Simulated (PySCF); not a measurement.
Species: C3H2ClNO.
SMILES with atom numbers: `[Cl:1][c:2]1[cH:3][cH:4][o:5][n:6]1` (hydrogens: H7 on C3; H8 on C4)

Computed, not measured: PBE0-D3(BJ)/def2-SVP geometry optimisation, gas phase (PySCF 2.14.0).

(1) List the bond lengths and angles at this level.

## Answers

(1) 
| bond | length (pm) |
| --- | --- |
| Cl1–C2 | 170.4 |
| C2–C3 | 142.3 |
| C3–C4 | 136.0 |
| C4–O5 | 133.3 |
| O5–N6 | 136.0 |
| C2–N6 | 130.7 |
| C3–H7 | 108.5 |
| C4–H8 | 108.8 |

A selection of angles:
| angle | degrees |
| --- | --- |
| Cl1–C2–C3 | 126.7 |
| Cl1–C2–N6 | 120.8 |
| C3–C2–N6 | 112.5 |
| C2–C3–C4 | 102.0 |
| C2–C3–H7 | 128.4 |
| C4–C3–H7 | 129.7 |
| C3–C4–O5 | 110.1 |
| C3–C4–H8 | 133.6 |
| O5–C4–H8 | 116.2 |
| C4–O5–N6 | 110.2 |
| C2–N6–O5 | 105.1 |

The 5-membered ring C2–C3–C4–O5–N6 has internal angles of 102.0° to 112.5° (sum 540°, against 540° for a flat polygon); it is planar, 0.00 Å rms from its mean plane, widest ring torsion 0°. The 2 C–C bonds span 1.360 Å (C3–C4, aromatic) to 1.423 Å (C2–C3, aromatic), a spread of 0.063 Å. N6 (pyridine-type nitrogen) is bent (angle 105.1°). The 6 heavy atoms lie in one plane (0.000 Å rms).

Point group: Cs (tolerance 0.08 Å). No frequency check.
